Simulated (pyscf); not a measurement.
One addition across a multiple bond or ene-type step on the singlet surface with elements of a group swapped. ωB97M-D3(BJ)/def2-TZVP, eV, from the separated reactants. Optimised with ωB97X-D3(BJ)/def2-SVP in PySCF.

```tsv
step	barrier	reaction energy	imaginary mode (i cm⁻¹)
O=Cr(=O)(Cl)–Cl + HCl → O=Cr(OH)(Cl)(Cl)–Cl	(withheld)	(withheld)	1157
O=Cr(=O)(F)–F + HF → O=Cr(OH)(F)(F)–F	1.38	+0.88	946
```

Q: Complete the blanks.

A: 
- O=Cr(=O)(Cl)–Cl + HCl → O=Cr(OH)(Cl)(Cl)–Cl, barrier: 1.44
- O=Cr(=O)(Cl)–Cl + HCl → O=Cr(OH)(Cl)(Cl)–Cl, reaction energy: +0.93

Each row is the saddle that its search found.
